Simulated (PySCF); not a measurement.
What happened in this job?

A TDDFT job on [B2H5]- (charge -1). The calculation used PySCF, TDDFT PBE0/def2-SVPD, vertical, gas phase, core orbitals frozen in the response.

Driver input (Å, PBE0-D3(BJ)/def2-SVP geometry):

```
{"job": {"kind": "uv", "xc": "PBE0", "basis": "def2-SVPD", "ip": true}, "charge": -1, "multiplicity": 1}
B      0.8692     0.0683     0.0343
B     -0.7264     0.2322    -0.2559
H      1.5500     0.9647     0.5414
H      1.4686    -0.9992    -0.1252
H     -1.3493     1.2650     0.0090
H     -0.1579    -0.1949     0.9346
H     -1.4308    -0.7006    -0.6536
```

Output:

```
coarse grid: 5272 points
cycle   1  E = -52.4941296218  dE = -1.751e-01  |g| = 3.949e-01  |ddm| = 2.745e+00
cycle   2  E = -52.4922264735  dE =  1.903e-03  |g| = 4.257e-01  |ddm| = 1.699e+00
cycle   3  E = -52.5649704341  dE = -7.274e-02  |g| = 1.137e-02  |ddm| = 8.797e-01
cycle   4  E = -52.5650190765  dE = -4.864e-05  |g| = 2.831e-03  |ddm| = 5.701e-02
cycle   5  E = -52.5650223447  dE = -3.268e-06  |g| = 2.505e-04  |ddm| = 7.283e-03
final grid: 49280 points
cycle   6  E = -52.5758915306  dE = -1.587e-05  |g| = 2.648e-03  |ddm| = 6.318e-02
cycle   7  E = -52.5758915938  dE = -6.320e-08  |g| = 2.655e-03  |ddm| = 1.131e-02
cycle   8  E = -52.5758942485  dE = -2.655e-06  |g| = 8.711e-05  |ddm| = 5.641e-03
cycle   9  E = -52.5758942513  dE = -2.758e-09  |g| = 4.046e-05  |ddm| = 3.293e-04
cycle  10  E = -52.5758942520  dE = -6.731e-10  |g| = 5.952e-06  |ddm| = 1.308e-04
converged SCF energy = -52.5758942520

Static polarisability (au): isotropic 53.732, principal 47.354 48.897 64.944

Singlet excitations
state   eV       nm        f      main configurations
  1   4.5614    271.8   0.07927   H->L 1.00
  2   4.8349    256.4   0.02327   H->L+1 0.98
  3   5.2572    235.8   0.17083   H->L+2 0.95
  4   6.1748    200.8   0.00000   H-1->L 0.99
  5   6.4196    193.1   0.07254   H-1->L+1 0.87, H-1->L+2 0.11
  6   6.5283    189.9   0.01294   H-1->L+2 0.87, H-1->L+1 0.11
  7   6.6526    186.4   0.02893   H->L+3 0.98
  8   7.0931    174.8   0.07862   H->L+4 0.98
  9   7.1177    174.2   0.00782   H->L+6 0.70, H->L+5 0.15, H->L+7 0.12
 10   7.2155    171.8   0.00002   H->L+5 0.82, H->L+6 0.17

Triplet excitations (Tamm-Dancoff, eV): 4.0980 4.3765 4.7753 6.0078
Vertical ionisation energy (delta-SCF) = 2.8989 eV
```

The SCF starts on a coarse grid; the energy jumps when the final grid takes over, and dE counts afresh there.

Frontier levels of this run: HOMO -0.75 eV, LUMO 4.90 eV.

Can the results be trusted, and what went wrong?

Not as they stand: excited states above electron detachment. The lowest singlet lies at 4.56 eV, while the vertical detachment energy by ΔSCF is 2.90 eV. States above that threshold can lose an electron: they are at best resonances in the continuum, which a finite basis only mimics, so their energies depend on the basis.

What would you do next?

Don't read them as bound-state absorption lines; add a counter-ion or a solvent model, or treat the states as resonances.
